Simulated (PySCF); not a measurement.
C4H6. Atoms are numbered in the order given.

```xyz
10

C     -0.1091     1.8510     0.0000
C      0.4009     0.6058     0.0000
C     -0.4009    -0.6058     0.0000
C      0.1091    -1.8510     0.0000
H     -1.1918     2.0188     0.0000
H      0.5344     2.7347     0.0000
H      1.4909     0.4692     0.0000
H     -1.4909    -0.4692     0.0000
H     -0.5344    -2.7347     0.0000
H      1.1918    -2.0188     0.0000
```
Charge 0, spin multiplicity 1.

Coordinates come from a r2SCAN-D4/def2-SVP optimisation. One conformer was computed; it need not be the lowest.

All values below come from PySCF with r2SCAN-D4/def2-SVP.

Harmonic, unscaled wavenumbers; measured fundamentals usually lie a few per cent lower.

```tsv
mode	ν (cm⁻¹)	IR (km/mol)	moving atoms (share of kinetic energy)
1	181	0.6	C 68 %, H 32 %
2	294	2.3	C 58 %, H 42 %
3	515	0.0	C 67 %, H 33 %
4	536	11.0	H 94 %
5	781	0.0	H 58 %, C 42 %
6	903	0.0	H 54 %, C 46 %
7	910	80.7	H 71 %, C 29 %
8	913	0.0	H 73 %, C 27 %
9	984	2.9	H 83 %, C 17 %
10	993	0.0	H 83 %, C 17 %
11	1057	31.0	H 91 %, C 9 %
12	1223	0.0	H 50 %, C 50 %
13	1295	2.7	H 77 %, C 23 %
14	1296	0.0	H 71 %, C 29 %
15	1387	6.0	H 83 %, C 17 %
16	1446	0.0	H 79 %, C 21 %
17	1653	16.6	C 83 %, H 17 %
18	1710	0.0	C 87 %, H 13 %
19	3131	0.0	H 93 %
20	3138	20.8	H 94 %
21	3143	0.0	H 93 %
22	3145	10.3	H 92 %, C 8 %
23	3247	0.0	H 89 %, C 11 %
24	3247	13.1	H 89 %, C 11 %
```
